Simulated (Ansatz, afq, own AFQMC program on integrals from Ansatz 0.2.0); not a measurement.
AFQMC on a folder of integrals that Ansatz 0.2.0 wrote.

```yaml
crystal:
  periodic: [false, false, false]
  atoms:
    - {symbol: Ga, position_ang: [0.000000, 0.000000, 0.000000]}
    - {symbol: Br, position_ang: [0.000000, 0.000000, 5.970000]}
basis:
  gaussian: {orbitals: cc-pVDZ}
total_charge: 1
magnetization: {spin_polarized: true, initial_magnetization: 1}
correlation: {method: ccsd_t, electrons: outside_noble_gas, hamiltonian_folder: ham}
```

```sh
$ ansatz run in.yaml --threads 1 --pin off --events-out ev --progress --plain --max-ram 1382MiB
```

Options of the walk:

```
--method phaseless --trial cisd --walkers 70 --populations 1 --least-time 40 --time-step 0.005 --steps-per-block 50 --equilibration-blocks 40 --max-blocks 300 --target-error 0.00072 --factor-cut 1e-05 --start spin_pure --seed 3278 --release-times 0.24,0.51,0.99,1.62,2.4 --release-step 0.03 --release-every 4 --taylor-order 6
```

Times are imaginary, in 1/Eh. The walk had a cap of 509 s. Filled inner d shells are frozen with the cores.

Output of the walk:

```
orbitals 26  electrons 5 4  factors 141 of 636
reference energy -4495.35792045 Eh
CCSD correlation -0.14299196 Eh in 9 cycles, weight of the determinant in the CISD state 0.9074
energy of the start -4495.500834 Eh
 block  time / (1/Eh)  mean weight  energy / Eh
     1     0.250  1.0002  -4495.499241
     2     0.500  0.9995  -4495.499187
     3     0.750  1.0016  -4495.499586
     4     1.000  1.0004  -4495.500740
     5     1.250  1.0023  -4495.501748
     7     1.750  0.9988  -4495.500350
     9     2.250  0.9988  -4495.501461
    11     2.750  1.0005  -4495.500729
    21     5.250  1.0000  -4495.502381
    31     7.750  0.9997  -4495.502844
    41    10.250  1.0012  -4495.503010
    46    11.500  1.0023  -4495.506842
    51    12.750  0.9995  -4495.504767
    61    15.250  1.0001  -4495.502301
    71    17.750  1.0005  -4495.499588
    81    20.250  0.9996  -4495.502828
    91    22.750  1.0011  -4495.503338
   101    25.250  0.9984  -4495.501338
   111    27.750  0.9978  -4495.500413
   121    30.250  1.0007  -4495.504815
   131    32.750  0.9992  -4495.502710
   141    35.250  1.0000  -4495.500808
   151    37.750  0.9995  -4495.501929
   161    40.250  1.0016  -4495.502670
   171    42.750  1.0018  -4495.500109
   181    45.250  1.0001  -4495.499863
   191    47.750  0.9994  -4495.500850
   196    49.000  1.0029  -4495.499041
blocks merged  error / Eh  count
     1  0.000137  160
     2  0.000165  80
     4  0.000209  40
     8  0.000245  20
    16  0.000332  10
released: time / (1/Eh)  energy / Eh  error  mean overlap
  0.24  -4495.501787  0.000193  1.0018
  0.51  -4495.501842  0.000187  1.0029
  0.99  -4495.502144  0.000215  1.0061
  1.62  -4495.502268  0.000233  0.9948
  2.40  -4495.502465  0.000234  0.9741
energy -4495.501847 +/- 0.000245 Eh
(rows thinned)
```

The run passed its tests (sampling time, drift between the halves within three errors, error under three times the target), which doesn't prove that it has relaxed.

Against this walk (error 6.7 meV) on the same determinant: CCSD(T) 2.3 meV higher (within the noise), CCSDT(Q) 5.6 meV lower (within the noise). The error is statistical and leaves out the bias of the constraint. The released energies are still falling (meV from the phaseless value at times in 1/Eh: 2 ± 5 at 0.24, 0 ± 5 at 0.51, -8 ± 6 at 0.99, -11 ± 6 at 1.62, -17 ± 6 at 2.40), so they give no level.

Cautions: constraint bias not in the error; no relativity below Rb; no spin-orbit coupling; inner d shell frozen.

The walk took 70 s on 1 thread of AMD EPYC 9R14 (Zen 4), on a shared host. The log's last line is the phaseless energy.

CCSDT and higher add their correlation energy to the determinant of the CCSD(T) run, since their own runs factorise the integrals more tightly (a shift of under 2 meV). A walk keeps the symmetry of its determinant, which the program's search chose and which needn't be the lowest solution, so a lower state of the same spin and another symmetry isn't excluded.
